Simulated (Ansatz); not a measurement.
# BH2 (boron dihydride): where methods fail along a bond

The species is BH2 (3 atoms), meant as a doublet with charge 0. SMILES: `[BH2]`. The shape is that of a GFN2-xTB optimisation.

| atom | x (Å) | y (Å) | z (Å) |
| --- | --- | --- | --- |
| B | 0.2628 | -0.1662 | 0.1286 |
| H | 0.2800 | 0.9853 | 0.2610 |
| H | -0.5429 | -0.8191 | -0.3896 |

The B1–H3 distance is scanned; the parts on either side stay rigid. Basis 6-311G(d,p), 1 core orbital frozen in the correlated methods; program Ansatz 0.2.0. FCI is exact within this basis and core. Energies in eV from each method's value at 1.159 Å; open shells run as named. The shape above is that at 1.159 Å.

| distance (Å) | UHF | USVWN5 | UB3LYP | U-wB97M-V | UCCSD | UCCSDT | FCI |
| --- | --- | --- | --- | --- | --- | --- | --- |
| 1.159 | 0.00 | 0.00 | 0.00 | 0.00 | 0.00 | 0.00 | 0.00 |
| 1.449 | 0.59 | 0.45 | 0.53 | 0.55 | 0.52 | 0.51 | 0.51 |
| 1.739 | 1.80 | 1.47 | 1.62 | 1.66 | 1.61 | 1.58 | 1.58 |
| 2.319 | 3.14 | 3.25 | 3.31 | 3.40 | 3.25 | 3.19 | 3.19 |
| 2.898 | 3.35 | 4.01 | 3.83 | 3.74 | 3.57 | 3.55 | 3.55 |

Departure from the FCI curve at its largest: UHF +0.22 eV at 1.74 Å; USVWN5 +0.46 eV at 2.90 Å; UB3LYP +0.28 eV at 2.90 Å; U-wB97M-V +0.20 eV at 2.32 Å; UCCSD +0.06 eV at 2.32 Å; UCCSDT within 0.005 eV. For the functionals part of the departure is owed to the small basis.
